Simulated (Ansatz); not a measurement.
## Energy profile

The step: CH₆NSi ([CH2][NH][SiH3]) → CH₆NSi ([NH][CH2][SiH3]); bonds formed: C1–Si3; bonds broken: N2–Si3 (atoms numbered as in the saddle structure below).

```
9
angstrom
C -1.0504 -0.7239 0.4573
N -0.1992 -1.6621 0.6126
Si 0.6943 1.0752 -0.7173
H -1.3371 -0.0042 1.2312
H -1.6390 -0.6982 -0.4608
H 0.2415 -1.6015 1.5309
H 0.5871 2.4906 -1.1726
H 1.6981 0.9517 0.3698
H 1.0048 0.1724 -1.8513
```

Electronic energies by CCSD(T) at an estimated basis limit (MP2 extrapolated from triple and quadruple zeta, plus CCSD(T) − MP2 in triple zeta), on PBE0-D4/def2-TZVP structures; CH6NSi, doublet; no counterpoise correction; spin–orbit coupling, which lowers free halogen atoms and radicals such as OH and SH, is left out. Program: Ansatz 0.2.0. Basis: def2-TZVPP and def2-QZVPP. Cores are frozen in the correlated methods; orbitals are unrestricted. Extrapolation: Hartree–Fock as exp(−7.88 √X), correlation as X^−2.97.

Problem. Give the profile in kJ/mol, counted from the separated reactants. (An estimate is asked for; the value comes from the calculation.)

Solution. Computed:
```csv
point,kJ/mol
"separated: CH3N (linked as [CH2][NH]; C1, N2, H4, H5, H6; singlet) + SiH3 (Si3, H7, H8, H9; doublet)",0.0
start structure,-153.9
saddle,9.1
end structure,-75.7
```

No T1 diagnostic of these runs exceeds 0.034. ⟨S²⟩ of the unrestricted Hartree–Fock references: 0.76 to 0.93 (a pure state has 0.75). The unrestricted reference is spin-contaminated, which hurts MP2 most.

Radical steps of this kind take place in plasma deposition and etching.

For scale, one of the runs: CCSD(T)/def2-TZVPP, 188 basis functions, launched by `ansatz run in.yaml --threads 4 --pin off --events-out ev --progress --plain --max-ram 9574MiB`. The run took 2.8 min on 4 CPU threads of an AMD EPYC (shared host), with 4.9 GiB of host memory at its peak.
